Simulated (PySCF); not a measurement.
# C₃H₂O: excited-state relaxation

Aim: compute the excited-state relaxation of C₃H₂O (`C#CC=O`).

Computed with PySCF 2.14.0 and routines of our own; the level stands in each step. Atoms count from 0.

## (1) The starting structure

6 atoms, charge 0, multiplicity 1; geometry from: GFN2-xTB.

## (2) Optimising the geometry at B3LYP/def2-TZVP

The job: settings as JSON, then the geometry in Å.

```
{"job": {"xc": "B3LYP", "basis": "def2-TZVP", "grid": 1, "kind": "geom"}, "charge": 0, "multiplicity": 1}
C      1.448436    -0.097381     0.473883
C      0.308594    -0.027579     0.099541
C     -1.048884     0.054215    -0.344615
O     -1.850299    -0.838863    -0.309865
H      2.446659    -0.148110     0.799085
H     -1.301383     1.059709    -0.739602
```

Command:

```bash
$ OMP_NUM_THREADS=1 python excited_run.py task.json out
```

This one command runs all jobs of the session in turn.

Output:

```text
step   0  E = -190.72925152  max force = 0.015740
step   1  E = -190.72979249  max force = 0.003725
step   2  E = -190.72973142  max force = 0.003375
step   3  E = -190.72982172  max force = 0.001391
step   4  E = -190.72983926  max force = 0.001593
step   5  E = -190.72982345  max force = 0.002221
step   6  E = -190.72985895  max force = 0.000624
step   7  E = -190.72986205  max force = 0.000211
optimisation converged
```

It took 17 s on 1 thread of Arm Neoverse V1, shared host; peak memory 0.47 GiB.

The steps of the relaxation: (the energy doesn't fall at every step)

```tsv
step	energy from step 0 (eV)	largest force component (eV/Å)
0	0.0000	0.8094
1	-0.0147	0.1915
2	-0.0131	0.1735
3	-0.0155	0.0715
4	-0.0160	0.0819
5	-0.0156	0.1142
6	-0.0165	0.0321
7	-0.0166	0.0109
```

Close pairs (by a distance rule), those that changed most:

```tsv
bond	before (Å)	after (Å)	change (Å)
C1–C2	1.431	1.446	+0.015
C0–H4	1.051	1.064	+0.013
C2–O3	1.200	1.206	+0.006
C2–H5	1.109	1.105	-0.004
C0–C1	1.202	1.202	+0.000
```

The end geometry stands in the next job.

```tsv
at the end point	value
point group (found at 0.08 Å tolerance)	Cs
rotational constants (GHz, main isotopes)	69.492, 4.834, 4.519
dipole moment (D)	2.96
```

## (3) Excited-state relaxation: TDDFT B3LYP/def2-TZVP

The job: settings as JSON, then the geometry in Å.

```
{"job": {"kind": "xopt", "state": "S1", "method": "TDDFT", "freq": true, "xc": "B3LYP", "basis": "def2-TZVP", "grid": 1}, "charge": 0, "multiplicity": 1}
C      1.486017    -0.115360     0.490273
C      0.345709    -0.069910     0.113221
C     -1.014989     0.057059    -0.357849
O     -1.822503    -0.838894    -0.340933
H      2.492453    -0.176205     0.829017
H     -1.271916     1.059878    -0.744400
```

With the program's defaults for keys left out, this is: TDDFT B3LYP/def2-TZVP excited-state geometry optimisation, gas phase.

Output:

```text
final grid: 25664 points
cycle   1  E = -190.5918856258  dE =  6.341e-01  |g| = 8.371e-01  |ddm| = 2.385e+00
cycle   2  E = -189.9820471000  dE =  6.098e-01  |g| = 1.914e+00  |ddm| = 9.103e+00
cycle   3  E = -190.7209904499  dE = -7.389e-01  |g| = 1.808e-01  |ddm| = 8.266e+00
cycle   4  E = -190.7276829750  dE = -6.693e-03  |g| = 9.221e-02  |ddm| = 2.340e-01
cycle   5  E = -190.7294343951  dE = -1.751e-03  |g| = 4.106e-02  |ddm| = 1.283e-01
cycle   6  E = -190.7298219383  dE = -3.875e-04  |g| = 1.283e-02  |ddm| = 4.406e-02
cycle   7  E = -190.7298605968  dE = -3.866e-05  |g| = 2.577e-03  |ddm| = 1.381e-02
cycle   8  E = -190.7298619793  dE = -1.383e-06  |g| = 5.719e-04  |ddm| = 7.995e-03
cycle   9  E = -190.7298620481  dE = -6.875e-08  |g| = 8.704e-05  |ddm| = 6.472e-04
cycle  10  E = -190.7298620499  dE = -1.872e-09  |g| = 1.722e-05  |ddm| = 3.199e-04
cycle  11  E = -190.7298620500  dE = -6.770e-11  |g| = 5.145e-06  |ddm| = 2.633e-05
converged SCF energy = -190.7298620500

vertical S1 at the ground-state geometry: 3.7529 eV
step    E(state)/Eh    max force   excitation/eV  root
  0    -190.58518286   0.151521     3.9020      1
  1    -190.60385196   0.016935     2.9894      1
  2    -190.60591079   0.010272     2.9561      1
  3    -190.60670909   0.005706     2.9499      1
  4    -190.60691637   0.002756     2.9077      1
  5    -190.60700643   0.000855     2.9158      1
  6    -190.60701340   0.000534     2.9218      1
  7    -190.60702051   0.000657     2.9237      1
  8    -190.60703148   0.000716     2.9271      1
  9    -190.60703501   0.000385     2.9258      1
 10    -190.60703692   0.000327     2.9229      1
optimisation converged
vertical emission 2.9229 eV, adiabatic 3.3422 eV, Stokes shift 0.8300 eV, reorganisation 0.4107 (excited) and 0.4193 eV (ground)
in cyclohexane: absorption 3.8149 eV (f = 0.0002, root 1), emission 3.0162 eV (f = 0.0001, root 1)
in water: absorption 3.9242 eV (f = 0.0002, root 1), emission 3.1720 eV (f = 0.0002, root 1)
zero-point change -0.0923 eV, 0-0 energy 3.2499 eV
frequencies of the excited state (cm-1): 185 293 387 500 558 709 975 1168 1446 2101 3031 3471
```

Wall time 4.6 min (1 thread of Arm Neoverse V1, shared host); peak memory 0.62 GiB.

Key values:

```tsv
quantity	value
vertical absorption, S1	3.75 eV
adiabatic energy, S1	3.34 eV
vertical emission, S1	2.92 eV
Stokes shift, S1	0.83 eV
geometry moved (RMSD), S1	0.056 Å
```

Bonds of the start that changed most:

```tsv
bond	start (Å)	end (Å)
C2–O3	1.206	1.307
C1–C2	1.446	1.368
C0–C1	1.202	1.218
C2–H5	1.105	1.095
C0–H4	1.064	1.062
```

## (4) Excited-state relaxation: UKS B3LYP/def2-TZVP

The job: settings as JSON, then the geometry in Å.

```
{"job": {"kind": "xopt", "state": "T1", "method": "UKS", "freq": true, "xc": "B3LYP", "basis": "def2-TZVP", "grid": 1}, "charge": 0, "multiplicity": 1}
C      1.486017    -0.115360     0.490273
C      0.345709    -0.069910     0.113221
C     -1.014989     0.057059    -0.357849
O     -1.822503    -0.838894    -0.340933
H      2.492453    -0.176205     0.829017
H     -1.271916     1.059878    -0.744400
```

Level: UKS B3LYP/def2-TZVP excited-state geometry optimisation, gas phase.

Output:

```text
final grid: 25664 points
cycle   1  E = -190.5918856258  dE =  6.341e-01  |g| = 8.371e-01  |ddm| = 2.385e+00
cycle   2  E = -189.9820471000  dE =  6.098e-01  |g| = 1.914e+00  |ddm| = 9.103e+00
cycle   3  E = -190.7209904499  dE = -7.389e-01  |g| = 1.808e-01  |ddm| = 8.266e+00
cycle   4  E = -190.7276829750  dE = -6.693e-03  |g| = 9.221e-02  |ddm| = 2.340e-01
cycle   5  E = -190.7294343951  dE = -1.751e-03  |g| = 4.106e-02  |ddm| = 1.283e-01
cycle   6  E = -190.7298219383  dE = -3.875e-04  |g| = 1.283e-02  |ddm| = 4.406e-02
cycle   7  E = -190.7298605968  dE = -3.866e-05  |g| = 2.577e-03  |ddm| = 1.381e-02
cycle   8  E = -190.7298619793  dE = -1.383e-06  |g| = 5.719e-04  |ddm| = 7.995e-03
cycle   9  E = -190.7298620481  dE = -6.875e-08  |g| = 8.704e-05  |ddm| = 6.472e-04
cycle  10  E = -190.7298620499  dE = -1.872e-09  |g| = 1.722e-05  |ddm| = 3.199e-04
cycle  11  E = -190.7298620500  dE = -6.770e-11  |g| = 5.145e-06  |ddm| = 2.633e-05
converged SCF energy = -190.7298620500

vertical T1 at the ground-state geometry: 3.2175 eV
step    E(state)/Eh    max force   <S^2>
  0    -190.60449558   0.148186    2.0122
  1    -190.62431783   0.021824    2.0179
  2    -190.62718326   0.012465    2.0175
  3    -190.62812709   0.005654    2.0174
  4    -190.62844940   0.001347    2.0176
  5    -190.62846424   0.000993    2.0176
  6    -190.62848119   0.001620    2.0177
  7    -190.62849976   0.001730    2.0177
  8    -190.62850604   0.000983    2.0176
  9    -190.62850684   0.000884    2.0176
 10    -190.62851408   0.000760    2.0176
 11    -190.62852074   0.000506    2.0175
 12    -190.62852223   0.000345    2.0175
optimisation converged
vertical emission 2.2491 eV, adiabatic 2.7576 eV, Stokes shift 0.9684 eV, reorganisation 0.4599 (excited) and 0.5085 eV (ground)
zero-point change -0.1029 eV, 0-0 energy 2.6547 eV
frequencies of the excited state (cm-1): 184 324 398 415 495 712 992 1146 1356 2051 3113 3466
```

Wall time 2.9 min (1 thread of Arm Neoverse V1, shared host); peak memory 0.63 GiB.

In short:

```tsv
quantity	value
vertical gap at the ground-state geometry, T1	3.22 eV
adiabatic energy, T1	2.76 eV
vertical gap at the relaxed geometry, T1	2.25 eV
difference of the two gaps, T1	0.97 eV
geometry moved (RMSD), T1	0.083 Å
```

Bonds of the start that changed most:

```tsv
bond	start (Å)	end (Å)
C2–O3	1.206	1.327
C1–C2	1.446	1.373
C2–H5	1.105	1.088
C0–C1	1.202	1.217
C0–H4	1.064	1.062
```

## (5) Summary of results

| quantity | value |
| --- | --- |
| point group | Cs |
| rotational constants (main isotopes) | 69.49, 4.83, 4.52 GHz |
| vertical absorption, S1 (step 3, TDDFT B3LYP/def2-TZVP) | 3.75 eV |
| adiabatic energy, S1 (step 3, TDDFT B3LYP/def2-TZVP) | 3.34 eV |
| vertical emission, S1 (step 3, TDDFT B3LYP/def2-TZVP) | 2.92 eV |
| Stokes shift, S1 (step 3, TDDFT B3LYP/def2-TZVP) | 0.83 eV |
| vertical gap at the ground-state geometry, T1 (step 4, UKS B3LYP/def2-TZVP) | 3.22 eV |
| adiabatic energy, T1 (step 4, UKS B3LYP/def2-TZVP) | 2.76 eV |
| vertical gap at the relaxed geometry, T1 (step 4, UKS B3LYP/def2-TZVP) | 2.25 eV |
| difference of the two gaps, T1 (step 4, UKS B3LYP/def2-TZVP) | 0.97 eV |

What this shows: Relaxing lowered the energy by 0.017 eV in 7 steps; the close pair that moved most is C1–C2, from 1.431 to 1.446 Å. In step 3 (excited-state relaxation), among the bonds C2–O3 changes most, from 1.206 to 1.307 Å. In step 4 (excited-state relaxation), among the bonds C2–O3 changes most, from 1.206 to 1.327 Å. ΔSCF (UKS) and response values aren't on one footing and may follow different states, so their differences aren't method errors alone, and singlets and triplets from the two don't rank.
